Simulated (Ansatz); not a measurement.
The first iterations of a band of ClH + H5NSi (9 atoms, charge 0, multiplicity 1).

Computed with RKS PBE0/6-31G* (Ansatz).

| Item | Value |
| --- | --- |
| movable images | 4 |
| climbing image | no |
| spring | 5.0 eV/Å² |
| optimiser | quadratic models (default) |
| start path | through a guess of the saddle point |
| force threshold | 0.05 eV/Å |
| iteration limit | 60 |
| end points | relaxed |

Initial state:

```xyz
9
Properties=species:S:1:pos:R:3
Si -0.162 0.300 0.056
N 0.131 -0.181 1.736
H -0.706 -0.380 2.277
H 0.707 0.462 2.272
H 1.169 0.459 -0.580
H -0.923 1.576 -0.072
H -0.938 -0.797 -0.572
Cl 1.686 -2.785 1.888
H 0.993 -1.624 1.809
```

Final state:

```xyz
9
Properties=species:S:1:pos:R:3
Si 0.456 -0.116 -0.230
N -0.204 -0.480 2.269
H -1.121 -0.136 2.545
H 0.481 -0.031 2.871
H 0.845 0.086 -1.662
H 0.283 1.249 0.320
H -0.759 -0.965 -0.276
Cl 2.150 -1.106 0.488
H -0.175 -1.472 2.487
```

| iteration | highest image above the first end (eV) | largest band force component (eV/Å) |
| --- | --- | --- |
| 1 | 2.154 | 3.193 |
| 2 | 0.983 | 1.917 |
| 3 | 0.582 | 3.173 |
| 4 | 0.564 | 0.748 |
| 5 | 0.439 | 0.506 |
| 6 | 0.410 | 2.189 |

Problem. Does the band converge within its limit, and where does its top end?

Solution. It converged. It ended after 19 iterations with the highest image 0.209 eV above the first end. No image climbed, so the highest image needn't sit at the top of the path. The orbitals stay closed-shell, which can raise the energy where a bond breaks towards radicals; this wasn't checked here.

The run took 3.4 min on 1 thread of Arm Neoverse V1 (shared host), peak memory 0.13 GiB.
